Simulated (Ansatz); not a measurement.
Born–Oppenheimer molecular dynamics of FH5OSi (8 atoms, charge 0, multiplicity 1). It starts at the highest image of a converged band, a first-order saddle point between two minima.

Level of theory: Ansatz, RKS B3LYP/cc-pVDZ.

- ensemble: NVE (velocity Verlet)
- time step: 0.5 fs
- steps asked: 200
- starting velocities drawn for: 300 K
- seed: 9482

First frame:

```xyz
8
Properties=species:S:1:pos:R:3
Si 0.070 0.167 -0.112
F 1.030 -0.177 1.608
O 1.403 -0.444 -0.926
H 1.985 -0.963 -0.350
H -0.474 1.075 -1.168
H -1.028 -0.717 0.358
H 0.140 1.592 0.895
H 0.605 0.961 1.457
```

Q: What does the run give?

A: All steps were run.

```yaml
steps_done: 200
time_covered: 100 fs
mean_temperature_over_the_second_half: 2292 K
spread_of_the_potential_energy_over_the_second_half: 10.5 meV per atom
mean_potential_energy_of_the_second_half_above_the_start: -193.1 meV per atom
```

The conserved energy stayed within 0.5 meV per atom of its start (net change 0.072 meV per atom), so the integration is sound. The kinetic energy rose, since the run started high on the potential surface and went downhill. It ends in pieces (FH3OSi + H2), so much of that is their flight and rotation, not heat. A run of 0.1 ps of so small a system gives no equilibrium averages. The orbitals stay closed-shell, which can raise the energy where a bond breaks towards radicals; this wasn't checked here.

Q: What happens to the structure?

A: Between its relaxed ends the band would form Si1–H7, F2–H8 and break Si1–F2, H7–H8. These pairs go: Si1–H7 1.75 → 10.65 Å, F2–H8 1.23 → 10.90 Å, Si1–F2 2.00 → 1.79 Å, H7–H8 0.96 → 0.84 Å. In the last frame they stand as before the step (other bonds may differ from the relaxed reactants and products). It ends as FH3OSi + H2. Pairs count as bonded within 1.25 times the sum of covalent radii (0.12 Å more for H–H). Another seed would give other details.

Q: How do temperature and energy run in time?

A: 
```csv
time (fs),T (K),potential energy less start (eV),conserved less start (meV/atom)
0,300,0.000,0.00
3,189,0.087,0.10
6,228,0.057,0.11
9,337,-0.029,-0.02
12,716,-0.324,-0.18
15,1146,-0.655,0.17
18,1690,-1.076,0.18
21,2248,-1.512,-0.11
24,2556,-1.753,-0.34
27,2431,-1.654,-0.23
30,2145,-1.429,0.23
33,2197,-1.472,-0.05
36,2478,-1.691,-0.24
39,2603,-1.788,-0.17
42,2482,-1.691,0.10
45,2358,-1.594,0.18
48,2319,-1.569,-0.32
51,2296,-1.551,-0.33
54,2260,-1.520,0.01
57,2183,-1.457,0.37
60,2236,-1.501,0.13
63,2391,-1.625,-0.43
66,2458,-1.677,-0.44
69,2379,-1.612,0.09
72,2247,-1.507,0.37
75,2205,-1.477,0.04
78,2280,-1.538,-0.36
81,2340,-1.585,-0.36
84,2328,-1.571,0.18
87,2398,-1.626,0.12
90,2427,-1.651,-0.14
93,2263,-1.524,-0.20
96,2129,-1.419,-0.09
99,2104,-1.397,0.22
```

Run time: 3.7 min on 1 thread of Intel(R) Xeon(R) 6975P-C (Granite Rapids), on a shared host, peak memory 0.14 GiB.
